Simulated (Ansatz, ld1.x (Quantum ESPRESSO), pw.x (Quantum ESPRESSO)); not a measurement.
From atom to crystal: TM potential for silicon (Si)

```
Element                 : Si (Z = 14)
Generator               : ld1.x (Quantum ESPRESSO) 7.5
Type                    : norm-conserving Troullier–Martins (Kleinman–Bylander form)
Functional              : LDA (PW92)
Relativity              : scalar-relativistic
Frozen core             : [Ne]
Valence charge          : 4
Reference configuration : 3s2 3p2
Partial waves           : 3s (bound): rc 1.75 bohr; 3p (bound): rc 1.80 bohr; 3d channel at 0.1 Ry: rc 1.45 bohr
Local potential         : the d channel
Core correction         : Bessel-smoothed model core inside 0.95 bohr
```

Crystal test: diamond Si in pw.x 7.5, no spin, 9³ k-points, Fermi–Dirac smearing 0.01 Ry, cutoffs 50/200 Ry. The reference is all-electron LAPW (Ansatz 0.2.0) with the same functional, mesh and smearing; V0 and B0 come from Birch–Murnaghan fits to the pressures at five volumes. Errors are pseudo minus all-electron; Δ is the rms difference of the E(V) curves that follow from these fits, minima aligned, over ±6 % about the mean V0. Mesh and smearing are coarse, so the numbers serve the comparison and aren't converged zero-temperature values; the lattice is a test structure that the element need not adopt.

```json
{"V (Å³/atom)": "18.709", "P all-electron (GPa)": "5.46", "P pseudo (GPa)": "4.27"}
{"V (Å³/atom)": "19.202", "P all-electron (GPa)": "2.53", "P pseudo (GPa)": "1.44"}
{"V (Å³/atom)": "19.694", "P all-electron (GPa)": "-0.03", "P pseudo (GPa)": "-1.04"}
{"V (Å³/atom)": "20.186", "P all-electron (GPa)": "-2.29", "P pseudo (GPa)": "-3.21"}
{"V (Å³/atom)": "20.679", "P all-electron (GPa)": "-4.26", "P pseudo (GPa)": "-5.11"}
```

All-electron: a0 = 5.400 Å (V0 = 19.69 Å³/atom), B0 = 96.2 GPa.

Pseudopotential: mean pressure error (GPa): -1.01; a0 (Å): 5.381; a0 error (%): -0.35; B0 error (%): +0.9; Δ (meV/atom): 4.4. The logarithmic derivative shows an extra or strongly shifted pseudo pole above the reference energy (s near 0.42 Ry).

**Question.** At the middle volume, how do free energy and pressure move when the wave cutoff is lowered (ecutrho kept at four times it)?

**Answer.**

| cutoff (Ry) | shift of F (meV/atom) | shift of P (GPa) |
| --- | --- | --- |
| 22 | +32.0 | -0.18 |
| 30 | +17.5 | -0.18 |
| 40 | +3.4 | -0.13 |

The run at the middle volume (35 k-points, 7 iterations) took about 9.8 s on one core of a shared host (Neoverse-V1, 64 threads, 503 GiB, load 29).
